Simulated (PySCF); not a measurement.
B(NH2Me)H3: computed shieldings and shifts

B(NH2Me)H3, CH8BN, point group Cs.

Cartesian coordinates in Å; atom numbers follow the order of the lines, from 1:
```xyz
11

B    -0.2451   -0.4015   -1.2662
N    -0.2476   -0.4162    0.3616
C     0.4346    0.7199    0.9861
H     0.1777   -1.2936    0.6652
H    -1.2202   -0.4568    0.6703
H     0.4024    0.6688    2.0848
H     1.4767    0.7309    0.6429
H    -0.0440    1.6450    0.6408
H     0.9365   -0.4171   -1.5946
H    -0.8198    0.6332   -1.5879
H    -0.8511   -1.4125   -1.6030
```

GIAO calculations in PySCF 2.14 on the PBE0-D3(BJ)/def2-SVP structure: isolated species, non-relativistic, equivalent atoms averaged; basis pcSseg-1.

Task: Give the isotropic shieldings (ppm) with KT2, PBE0.

Result: 
```
             atoms                            environment    KT2   PBE0
                N2           nitrogen bonded to C, B, 2 H  210.4  216.4
                C3                carbon bonded to N, 3 H  146.3  148.8
                B1                 boron bonded to N, 3 H  120.0  121.8
             H4/H5  hydrogen on a nitrogen bonded to C, B  28.63  28.84
          H6/H7/H8       hydrogen on a carbon bonded to N  28.70  28.80
        H9/H10/H11        hydrogen on a boron bonded to N  28.95  29.17
HOMO–LUMO gap (eV)                                      –   5.89   8.12
```

Task: And the chemical shifts, against references computed in the same way?

Result: 
| atoms | nucleus, reference | KT2 | PBE0 |
| --- | --- | --- | --- |
| N2 | 15N, NH3 | 53.9 | 49.3 |
| C3 | 13C, TMS | 37.0 | 35.6 |
| B1 | 11B, BF3·OEt2 | -20.1 | -21.1 |
| H4/H5 | 1H, TMS | 2.55 | 2.43 |
| H6/H7/H8 | 1H, TMS | 2.48 | 2.46 |
| H9/H10/H11 | 1H, TMS | 2.23 | 2.10 |

Task: Which part of the shielding of N2 depends on the functional?

Result: Diamagnetic: KT2 317, PBE0 317 ppm; paramagnetic: KT2 -106, PBE0 -101 ppm. The diamagnetic part, set mainly by inner electrons, hardly moves; the paramagnetic part goes with low-lying magnetically allowed excitations and carries the spread.

Task: What couplings does B3LYP/pcJ-1 (spin–dipole term only in couplings to heteroatoms) give?

Result: 1J(C3,H6) = 145.7, 1J(B1,H9) = 110.0, 1J(N2,H4) = -71.9, 1J(N2,C3) = -7.0, 1J(B1,N2) = -3.2, 2J(H4,H5) = -14.0, 2J(H6,H7) = -13.0, 2J(H9,H10) = -9.1, 2J(B1,H4) = -3.2, 2J(C3,H4) = -2.8, 2J(N2,H9) = -2.2, 3J(C3,H9) = 7.9, 3J(H4,H6) = 7.6, 3J(H4,H9) = 4.7 Hz (averaged over equivalent pairs; isotopes 13C, 1H, 11B, 15N).

Experimental scales use liquid or dissolved standards, which lie at an offset from isolated NH3 (liquid NH3: subtract about 20 ppm).
